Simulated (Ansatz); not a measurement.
**C₃H₅F₃: up Jacob's ladder to CCSD(T)**

How much do the methods differ for C₃H₅F₃? The plan is to run it at one geometry with functionals of several rungs and with coupled cluster, and see how far each lands from CCSD(T) at the basis-set limit for the atomisation energy.

Method: functionals in def2-TZVPP, the program's frozen cores in correlated methods; program: Ansatz 0.2.0, Gaussian basis.

The runs, in order: PBE-D4, r2SCAN-D4, PBE0-D4, B3LYP-D4, ωB97X-V, ωB97M-V, B2PLYP; CCSD(T)/def2-TZVPP; MP2/def2-QZVPP; extrapolation to the limit.

### 1 The geometry

An earlier PBE0-D4 in a triple-zeta def2 set relaxation fixed the geometry.

SMILES `FCC(F)CF`, 11 atoms, charge 0, spin multiplicity 1.

Atoms are counted from 1 here; the program's logs count them from 0.

Bond lengths: F1–C2 1.380 Å, C2–C3 1.515 Å, C2–H7 1.092 Å, C2–H8 1.092 Å, C3–F4 1.382 Å, C3–C5 1.504 Å, C3–H9 1.097 Å, C5–F6 1.378 Å, C5–H10 1.094 Å, C5–H11 1.093 Å. Angles: F1–C2–C3 108.6°, F1–C2–H7 108.9°, F1–C2–H8 108.9°, C3–C2–H7 109.9°, C3–C2–H8 110.7°, H7–C2–H8 109.9°, C2–C3–F4 107.1°, C2–C3–C5 113.7°, C2–C3–H9 109.6°, F4–C3–C5 109.9°, F4–C3–H9 108.2°, C5–C3–H9 108.2°, C3–C5–F6 110.8°, C3–C5–H10 109.4°, C3–C5–H11 109.9°, F6–C5–H10 108.6°, F6–C5–H11 108.3°, H10–C5–H11 109.8°.

### 2 PBE-D4 (GGA)

in.yaml reads:

```yaml
crystal:
  periodic: [false, false, false]
  atoms:
    - {symbol: F, position_ang: [-1.599354, 1.218943, -0.262743]}
    - {symbol: C, position_ang: [-1.204981, 0.115436, 0.465781]}
    - {symbol: C, position_ang: [-0.050823, -0.551327, -0.254397]}
    - {symbol: F, position_ang: [0.219859, -1.730341, 0.414371]}
    - {symbol: C, position_ang: [1.189353, 0.296313, -0.322270]}
    - {symbol: F, position_ang: [1.556117, 0.729665, 0.933110]}
    - {symbol: H, position_ang: [-2.046084, -0.577481, 0.540463]}
    - {symbol: H, position_ang: [-0.901408, 0.440981, 1.462758]}
    - {symbol: H, position_ang: [-0.351217, -0.800788, -1.279395]}
    - {symbol: H, position_ang: [0.997909, 1.170957, -0.950599]}
    - {symbol: H, position_ang: [2.015929, -0.285457, -0.739080]}
basis:
  gaussian: {orbitals: def2-TZVPP}
hamiltonian: {xc: pbe, dispersion: d4}
output: {forces: true, orbitals: {seedname: orbitals}}
```

Run with:

```console
ansatz run in.yaml --threads 4 --pin off --events-out ev --progress --plain --max-ram 10444MiB
```

Further steps of the session: r2SCAN-D4 (meta-GGA); PBE0-D4 (hybrid); B3LYP-D4 (hybrid); ωB97X-V (range-separated); ωB97M-V (range-separated); B2PLYP (double hybrid); CCSD(T) in def2-TZVPP; MP2 in def2-QZVPP.

Before running them: what should the planned runs give, taken together? Wanted: atomisation energy, CCSD(T)/CBS; farthest; mean size of error, hybrid; mean size of error, range-separated; gap, smallest and largest; T1 diagnostic; triples share of the correlation energy.

As calculated:

```
                               quantity                                  value
        atomisation energy, CCSD(T)/CBS                          4308.3 kJ/mol
 functionals within 21.5 kJ/mol (0.5 %)  r2SCAN-D4, B3LYP-D4, ωB97X-V, ωB97M-V
                               farthest                 PBE-D4 (+134.1 kJ/mol)
             mean size of error, hybrid                            16.4 kJ/mol
    mean size of error, range-separated                            13.4 kJ/mol
              gap, smallest and largest   7.99 eV (PBE-D4), 15.21 eV (ωB97X-V)
                          T1 diagnostic                                 0.0109
triples share of the correlation energy                                  3.2 %
```

**Reading.** PBE-D4 is off by +134.1 kJ/mol. Double hybrids carry the basis error of their MP2 part in triple zeta, and no dispersion term here, so their miss is partly the set-up's. Misses under about 21.5 kJ/mol are within the doubt on the reference itself, which lacks core-valence correlation, relativity and higher excitations. Hartree-Fock recovers 72 % of the binding; the rest is correlation. Orbital gaps span 8.0 to 15.2 eV; exact exchange widens them.
